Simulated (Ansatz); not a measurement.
**CH2Si+ (doublet): wave-function methods side by side, def2-TZVPP**

One table from this session's results is given with a row withheld; the runs are named, their logs left out.

Computed with Ansatz 0.2.0, Gaussian basis. Level: def2-TZVPP, core rule «outside noble gas», up to 6 orbitals frozen.

The runs, in order: UHF; ROHF; CCSD(T) on UHF.

2 further runs of the same task are left out: 2 set aside as unsound or not needed.

## The geometry

The geometry is a PBE0/def2-TZVP stationary point (not a proven minimum) of the parent state, kept for this charge and spin.

4 atoms, charge 1, spin multiplicity 2.

Atoms are counted from 1 here; the program's logs count them from 0.

Bond lengths: Si1–C2 1.775 Å, Si1–H3 1.482 Å, Si1–H4 1.482 Å. Angles: C2–Si1–H3 120.9°, C2–Si1–H4 120.9°, H3–Si1–H4 118.2°.

Geometry (Å):

```xyz
4

Si    0.0000    0.0000    0.4697
C     0.0000    0.0000   -1.3049
H     0.0000    1.2713    1.2312
H     0.0000   -1.2713    1.2312
```

Set-up of the first run:

The input, in.yaml:

```yaml
crystal:
  periodic: [false, false, false]
  atoms:
    - {symbol: Si, position_ang: [0.000000, 0.000000, 0.469659]}
    - {symbol: C, position_ang: [0.000000, 0.000000, -1.304890]}
    - {symbol: H, position_ang: [0.000000, 1.271280, 1.231239]}
    - {symbol: H, position_ang: [0.000000, -1.271280, 1.231239]}
basis:
  gaussian: {orbitals: def2-TZVPP}
total_charge: 1
magnetization: {spin_polarized: true, initial_magnetization: 1}
hamiltonian: {xc: hf}
output: {orbitals: {seedname: orbitals}}
```

On the command line:

```console
ansatz run in.yaml --threads 1 --pin off --events-out ev --progress --plain --max-ram 4096MiB --backend cpu
```

Among the steps run: UHF; ROHF; CCSD(T) on UHF.

One table of the session follows, with a row left open; its other results are not shown here.

It belongs to the step «Misses and costs». 

```
  method  from UCCSD(T) (kJ/mol)
    ROHF                  +629.7
     UHF                  +567.7
    UMP2                  +131.9
   UCCSD                       ?
UCCSD(T)                       0
```

**Question.** Estimate the row for UCCSD.

As computed: from UCCSD(T) (kJ/mol): +22.2. In the column «from UCCSD(T) (kJ/mol)» it lies between UCCSD(T) (0) and UMP2 (+131.9).

To keep in mind: The determinant is far from a pure spin state, so its energy mixes those of several spin states (harmless only where they are near-degenerate, as at dissociation).
